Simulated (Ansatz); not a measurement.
# C2S: the cost of one run

Program: Ansatz 0.2.0. Level of theory: the levels named in each step. These are calculated values, not measurements.

### 1 The system as given

Bond lengths: C1–C2 1.272 Å, C2–S3 1.601 Å. Angles: C1–C2–S3 180.0°.

Structure file:

```xyz
3

C     0.0000    0.0000   -1.3814
C     0.0000    0.0000   -0.1096
S     0.0000    0.0000    1.4911
```

### 2 A rough first relaxation, PBE-D4/def2-SVP

This run stands in another session on the same molecule. It ended at:

```xyz
3

C     0.0000    0.0000   -1.4168
C     0.0000    0.0000   -0.0842
S     0.0000    0.0000    1.5011
```

### 3 Relaxation, PBE0-D4/def2-TZVPP

This run stands in another session on the same molecule. It ended at:

```xyz
3

C     0.0000    0.0000   -1.3940
C     0.0000    0.0000   -0.0822
S     0.0000    0.0000    1.4762
```

### 4 Relaxation, CCSD(T)/cc-pV(T+d)Z

The input, input.yaml:

```yaml
crystal:
  periodic: [false, false, false]
  atoms:
    - { symbol: C, position_ang: [0.0, 0.0, -1.39401026] }
    - { symbol: C, position_ang: [0.0, 0.0, -0.08219388] }
    - { symbol: S, position_ang: [0.0, 0.0, 1.47620414] }
magnetization:
  spin_polarized: true
  initial_magnetization: 2
basis:
  gaussian: { orbitals: "cc-pV(T+d)Z.json" }
correlation:
  method: ccsd_t
scf:
  omitted_lower_state_checks: [cluster_reference]
relax:
  f_tol: 0.002
  max_steps: 40
```

On the command line:

```bash
ansatz run input.yaml --threads 4 --pin off --max-ram 10240MiB --backend cpu --events-out ev --progress --plain --runs-dir out
```

Q: Estimate wall time and peak memory on 4 threads of Arm Neoverse V1, shared host.

About 2 min, with a peak of 1 GiB.
